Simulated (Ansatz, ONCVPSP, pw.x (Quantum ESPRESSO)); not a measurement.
## From atom to crystal: ONCV potential for silicon

| Quantity | Value |
| --- | --- |
| Element | Si |
| Generator | ONCVPSP 4.0.1.1 (patched build) |
| Type | optimised norm-conserving Vanderbilt (ONCV) |
| Functional | PBE |
| Relativity | scalar-relativistic |
| Frozen core | [Ne] |
| Valence charge | 4 |
| Reference configuration | 3s2 3p2 |
| Partial waves | 3s: rc 1.70 bohr, ncon 3, nbas 6, qcut 3.7 1/bohr, local; 3p: rc 2.20 bohr, ncon 4, nbas 8, qcut 3.8 1/bohr, 2 projectors, debl 3.8 Ha; d scattering state at 0.21 Ha: rc 2.25 bohr, ncon 4, nbas 8, qcut 4.1 1/bohr, 1 projector |
| Local potential | the s channel |
| Core correction | Teter function, fcfact 5.5, rcfact 1.35 |

Crystal test: diamond Si in pw.x 7.5, no spin, 8³ k-points, Fermi–Dirac smearing 0.01 Ry, cutoffs 65/260 Ry. The reference is all-electron LAPW (Ansatz 0.2.0) with the same functional, mesh and smearing; V0 and B0 come from Birch–Murnaghan fits to the pressures at five volumes. Errors are pseudo minus all-electron; Δ is the rms difference of the E(V) curves that follow from these fits, minima aligned, over ±6 % about the mean V0. Mesh and smearing are coarse, so the numbers serve the comparison and aren't converged zero-temperature values; the lattice is a test structure that the element need not adopt.

All-electron: a0 = 5.469 Å (V0 = 20.45 Å³/atom), B0 = 88.5 GPa.

How far does the potential miss the all-electron equation of state?

mean pressure error (GPa): -0.34; a0 (Å): 5.462; a0 error (%): -0.13; B0 error (%): +0.7; Δ (meV/atom): 1.5.

```json
{"V (Å³/atom)": "19.440", "P all-electron (GPa)": "5.01", "P pseudo (GPa)": "4.62"}
{"V (Å³/atom)": "19.951", "P all-electron (GPa)": "2.31", "P pseudo (GPa)": "1.95"}
{"V (Å³/atom)": "20.463", "P all-electron (GPa)": "-0.05", "P pseudo (GPa)": "-0.39"}
{"V (Å³/atom)": "20.975", "P all-electron (GPa)": "-2.12", "P pseudo (GPa)": "-2.44"}
{"V (Å³/atom)": "21.486", "P all-electron (GPa)": "-3.93", "P pseudo (GPa)": "-4.23"}
```

At the middle volume, how do free energy and pressure move when the wave cutoff is lowered (ecutrho kept at four times it)?

| cutoff (Ry) | shift of F (meV/atom) | shift of P (GPa) |
| --- | --- | --- |
| 29 | +13.7 | -0.11 |
| 39 | +10.5 | +0.02 |
| 52 | +4.5 | -0.11 |

The run at the middle volume (29 k-points, 8 iterations) took about 21 s on one core of a shared host (Neoverse-N1, 64 threads, 124 GiB, load 55).
